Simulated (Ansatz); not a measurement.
A structure relaxed at PBE0-D4/def2-TZVP, charge 0, multiplicity 1:

```json
{"atom": "C1", "x (Å)": "2.281", "y (Å)": "-0.634", "z (Å)": "0.573"}
{"atom": "C2", "x (Å)": "1.224", "y (Å)": "-0.097", "z (Å)": "0.766"}
{"atom": "C3", "x (Å)": "-0.069", "y (Å)": "0.571", "z (Å)": "0.942"}
{"atom": "N4", "x (Å)": "-0.806", "y (Å)": "0.825", "z (Å)": "-0.281"}
{"atom": "C5", "x (Å)": "-1.158", "y (Å)": "-0.379", "z (Å)": "-1.007"}
{"atom": "H6", "x (Å)": "3.218", "y (Å)": "-1.111", "z (Å)": "0.412"}
{"atom": "H7", "x (Å)": "0.090", "y (Å)": "1.522", "z (Å)": "1.460"}
{"atom": "H8", "x (Å)": "-0.697", "y (Å)": "-0.037", "z (Å)": "1.602"}
{"atom": "H9", "x (Å)": "-0.260", "y (Å)": "1.436", "z (Å)": "-0.875"}
{"atom": "H10", "x (Å)": "-1.839", "y (Å)": "-0.980", "z (Å)": "-0.398"}
{"atom": "H11", "x (Å)": "-1.686", "y (Å)": "-0.106", "z (Å)": "-1.921"}
{"atom": "H12", "x (Å)": "-0.298", "y (Å)": "-1.011", "z (Å)": "-1.274"}
```

Task: Give its formula and SMILES.

Result: C4H7N, `C#CCNC`.

Task: Summarise the bond lengths by kind.

Result: 2 × C–C 1.201 to 1.466 Å; 6 × C–H 1.064 to 1.100 Å; 2 × C–N 1.449 to 1.450 Å; 1 × H–N 1.012 Å.

Results of the Gaussian-basis code of Ansatz.
